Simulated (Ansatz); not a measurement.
## C₂H₄F₂, SMILES CC(F)F: a geometry optimisation, step by step

Computed with the Python package of Ansatz (0.2.0).

Run as a notebook:

In [1]:
```python
import itertools

import ansatz as az
from ase import Atoms
from ase.data import atomic_numbers, covalent_radii
import numpy as np
```

In [2]:
```python
atoms = Atoms(["C", "C", "F", "F", "H", "H", "H", "H"], positions=[
    [0.0258, 0.7246, 0.0399],
    [-0.0778, -0.7398, -0.0031],
    [0.8912, -1.2387, 0.7505],
    [0.218, -1.1619, -1.2707],
    [0.9505, 1.115, -0.3507],
    [-0.1557, 1.1576, 1.0466],
    [-0.7681, 1.1994, -0.6135],
    [-0.9918, -1.1134, 0.3452],
])
geometry = az.Crystal.molecule_from_ase(atoms)
```

In [3]:
```python
model = (
    geometry.calculation()
    .basis(gaussian="6-31G*")
    .functional("hf")
)
symbols = [site.symbol for site in geometry.cartesian_sites]
start = np.array([site.position_ang for site in geometry.cartesian_sites], dtype=float)
def progress(event):
    if event["event"] == "relax_step":
        row = event["data"]
        print(f"step {row['step']:3d}  E = {row['lagrangian_ev']:.6f} eV  largest force component {row['allowed_force_max_ev_ang']:.4f} eV/A")
```

In [4]:
```python
report = model.relax(force_tolerance=0.005, max_steps=100).session().plan().execute(on_event=progress).report
end = np.array(report["positions_ang"])
```
```text
step   1  E = -7535.817460 eV  largest force component 3.1478 eV/A
step   2  E = -7536.021276 eV  largest force component 0.9807 eV/A
step   3  E = -7536.037363 eV  largest force component 0.1640 eV/A
step   4  E = -7536.038100 eV  largest force component 0.0350 eV/A
step   5  E = -7536.038225 eV  largest force component 0.0148 eV/A
step   6  E = -7536.038252 eV  largest force component 0.0044 eV/A
```

In [5]:
```python
for key in ("converged", "free_energy_ev", "reference_energy_ev", "n_frozen", "n_occupied", "n_virtual"):
    print(f"{key:22s} {report[key]}")
```
```text
converged              True
free_energy_ev         -7536.038252339942
reference_energy_ev    -7536.038252339942
n_frozen               0
n_occupied             [17, 17]
n_virtual              [51, 51]
```

In [6]:
```python
# pairs closer than 1.2 times the sum of covalent radii, before or after
radius = [covalent_radii[atomic_numbers[s]] for s in symbols]
span = lambda where, i, j: np.linalg.norm(where[i] - where[j])
bonded = [(i, j) for i, j in itertools.combinations(range(len(symbols)), 2) if min(span(start, i, j), span(end, i, j)) < 1.2 * (radius[i] + radius[j])]
print("pair        before    after (A)")
for i, j in bonded:
    print(f"{symbols[i]}{i}-{symbols[j]}{j}".ljust(10), f"{span(start, i, j):8.4f} {span(end, i, j):8.4f}")

charges = report["charge_distribution"]
dipole = np.array(charges["dipole_moment_e_ang"]) * 4.803205
print("dipole (D): {:.3f} {:.3f} {:.3f}, length {:.3f}".format(*dipole, np.linalg.norm(dipole)))
print("atom  Mulliken   Lowdin")
for symbol, m, l in zip(symbols, charges["mulliken_charges_e"], charges["lowdin_charges_e"]):
    print(f"{symbol:4s} {m:9.3f} {l:8.3f}")
```
```text
pair        before    after (A)
C0-C1        1.4687   1.5022
C0-H4        1.0771   1.0832
C0-H5        1.1108   1.0832
C0-H6        1.1325   1.0832
C1-F2        1.3251   1.3460
C1-F3        1.3684   1.3460
C1-H7        1.0470   1.0790
dipole (D): -1.487 1.547 0.602, length 2.228
atom  Mulliken   Lowdin
C       -0.560   -0.354
C        0.627   -0.038
F       -0.388   -0.056
F       -0.388   -0.056
H        0.197    0.142
H        0.182    0.134
H        0.182    0.134
H        0.147    0.093
```

Notes:
- Total energies depend on the basis set; only differences at equal settings carry meaning.
- The end point is the stationary point reached from this start; no frequency run checks that it is a minimum, and the basis set is modest.
- The Löwdin charges here are taken after orthogonalising the functions within each atom; they differ from plain Löwdin charges, and their signs can be unphysical.
- Wall time of the script: 6.3 s on 1 thread of Arm Neoverse V1 (shared host), peak memory 0.18 GiB.
